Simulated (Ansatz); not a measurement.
Results of r²SCAN+SOC in Ansatz (PAW) for rutile PbO₂.

Settings: plane-wave cutoff 560 eV, 12×12×16 k mesh (along the axes of the cell as run), Fermi–Dirac smearing 0.05 eV, PAW data made under PBE.

A third-order Birch–Murnaghan fit to the energies gives V0 = 14.074 Å³/atom, B0 = 134 GPa, B′ = 6.0.

| V (Å³/atom) | P (GPa) |
|---|---|
| 13.510 | (withheld) |
| 13.792 | (withheld) |
| 14.073 | 0.01 |
| 14.354 | (withheld) |
| 14.636 | (withheld) |

**Question.** Estimate the withheld pressures from this fit; the answers are the runs' own values.

**Answer.** 
- 13.510, P (GPa): 6.20
- 13.792, P (GPa): 2.90
- 14.354, P (GPa): -2.50
- 14.636, P (GPa): -4.67

The formula P = (3/2) B0 (x^(7/3) − x^(5/3)) [1 + (3/4)(B′ − 4)(x^(2/3) − 1)] with x = V0/V meets the computed pressures within 0.02 GPa when these rounded values are put in.

Shape and atoms are relaxed at each volume.

Note: the bulk modulus comes from volumes at which shape and atoms were relaxed.

Static lattice: no zero-point or thermal effects.

Ansatz is a quantum-chemistry and plane-wave program.
